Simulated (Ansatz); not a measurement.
A run for Ansatz (a quantum-chemistry and plane-wave program): U-CCSD(T)/aug-cc-pVTZ on CH2 (SMILES [CH2]), 2S+1 = 3, atoms moved off the minimum.

Ansatz 0.2 input:
```yaml
crystal:
  periodic: [false, false, false]
  atoms:
    - {symbol: C, position_ang: [0.04212973, -0.00215587, -0.04760255]}
    - {symbol: H, position_ang: [-1.11731607, -0.30595733, 0.05749498]}
    - {symbol: H, position_ang: [0.97499169, -0.28417019, 0.14965432]}
basis:
  gaussian:
    orbitals: aug-cc-pVTZ
magnetization: {spin_polarized: true, initial_magnetization: 2}
correlation: {method: ccsd_t, electrons: outside_noble_gas}
scf: {omitted_lower_state_checks: [cluster_reference]}
output: {forces: true}
```

Program output:

```
WARN ansatz: RAYON_NUM_THREADS=1 ignored (pool sized by the plan → 1); use --threads N
Functional definition: HF
these checks for a lower state are left out or cut short: cluster_reference
integrals: 0.14 GiB planned
521 factors; integrals over basis functions are off by at most 9.2e-4 eV
mean field: 0.14 GiB planned
mean field evaluation 1: about -1058.3419 eV, gradient 9.8e0 eV
mean field evaluation 2: about -1058.3423 eV, gradient 9.8e0 eV
mean field evaluation 4: about -1059.0662 eV, gradient 1.3e0 eV
mean field evaluation 8: about -1059.0924 eV, gradient 1.0e-3 eV
mean field -1059.09241520 eV, -38.9209283800 hartree, gradient 2.2e-6 eV, S^2 2.023993; 0 other end points of the search recorded, 0 dependent functions left out
1 core orbitals not correlated
reference -1059.09241520 eV, -38.9209283800 hartree; 4, 2 occupied and 87, 89 virtual orbitals, 521 factors
densities: 0.75 GiB planned
second order -3.27053109 eV of doubles, -0.00000000 eV of singles
coupled cluster: 0.47 GiB planned
cycle   1  -3.65006615 eV  change   -3.8e-1 eV  update   4.1e-2
cycle   2  -3.79172424 eV  change   -1.4e-1 eV  update   1.7e-2
cycle   3  -3.80498494 eV  change   -1.3e-2 eV  update   6.3e-3
cycle   4  -3.80558328 eV  change   -6.0e-4 eV  update   2.0e-3
cycle   5  -3.80597132 eV  change   -3.9e-4 eV  update   7.9e-4
cycle   6  -3.80618846 eV  change   -2.2e-4 eV  update   3.2e-4
cycle   7  -3.80625004 eV  change   -6.2e-5 eV  update   1.2e-4
cycle   8  -3.80624717 eV  change    2.9e-6 eV  update   3.9e-5
cycle   9  -3.80624136 eV  change    5.8e-6 eV  update   1.2e-5
cycle  10  -3.80624211 eV  change   -7.4e-7 eV  update   4.1e-6
cycle  11  -3.80624207 eV  change    3.9e-8 eV  update   1.5e-6
perturbative correction -0.10202558 eV, -0.0037493709 hartree
the calculation of the forces begins
Total energy: -1063.00068285 eV, -39.0645545669 hartree
Atom 0 at     0.042130    -0.002156    -0.047603 Å, force    -6.843732     0.843932    -0.791365 eV/Å
Atom 1 at    -1.117316    -0.305957     0.057495 Å, force     3.316054     0.580701    -0.146314 eV/Å
Atom 2 at     0.974992    -0.284170     0.149654 Å, force     3.527678    -1.424633     0.937678 eV/Å
Dipole moment:    -0.014200    -0.094733     0.050007 e Å
Checks for a lower state left out: cluster_reference
```

Self-consistency was reached.

Cost: roughly 7 core-seconds.
